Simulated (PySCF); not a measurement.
Compound: ethyl chloride, C2H5Cl.
SMILES with atom numbers: `[CH3:1][CH2:2][Cl:3]` (hydrogens: H4, H5, H6 on C1; H7, H8 on C2)

The closed-shell ground state was solved at several levels (PySCF, density fitting, gas phase, non-relativistic). Isolated species at its PBE0-D3(BJ)/def2-TZVP geometry, gas phase.

| level | basis functions | HOMO (eV) | LUMO (eV) | gap (eV) | dipole (D) |
| --- | --- | --- | --- | --- | --- |
| wB97X-D/aug-cc-pVTZ | 257 | -10.27 | 0.83 | 11.10 | 2.15 |
| B97-2/pcSseg-2 | 185 | -8.10 | 0.45 | 8.55 | 2.15 |
| KT3/pcSseg-2 | 185 | -7.08 | -0.53 | 6.55 | 2.07 |
| CAM-B3LYP/aug-cc-pVTZ | 257 | -9.78 | 0.21 | 9.99 | 2.15 |
| wB97X-D/pcSseg-2 | 185 | -10.27 | 2.17 | 12.44 | 2.19 |
| PBE0/pcSseg-2 | 185 | -8.35 | 0.45 | 8.80 | 2.15 |

(1) Estimate the row for PBE0/aug-cc-pVTZ, a basis of 257 functions; the other rows only guide the guess.

(2) Over all these levels, which gives the widest orbital gap and which the narrowest?

(3) In the pcSseg-2 basis, how does the gap go with the fixed share of exact exchange?

(4) How far do the dipole and the HOMO energy spread over the levels?

Answers

(1) HOMO -8.36 eV, LUMO -0.14 eV, gap 8.22 eV, dipole 2.13 D.

(2) wB97X-D/pcSseg-2 (range-separated hybrid) has the widest, 12.44 eV, and KT3/pcSseg-2 (GGA) the narrowest, 6.55 eV. The two share the basis. From the narrowest to the widest the HOMO moves by -3.19 eV and the LUMO by +2.70 eV.

(3) KT3 (0 %) 6.55 eV; B97-2 (21 %) 8.55 eV; PBE0 (25 %) 8.80 eV. Each rise in the share widens the gap here.

(4) The dipole runs from 2.07 to 2.19 D (mean 2.14 D) and the HOMO from -10.27 to -7.08 eV.
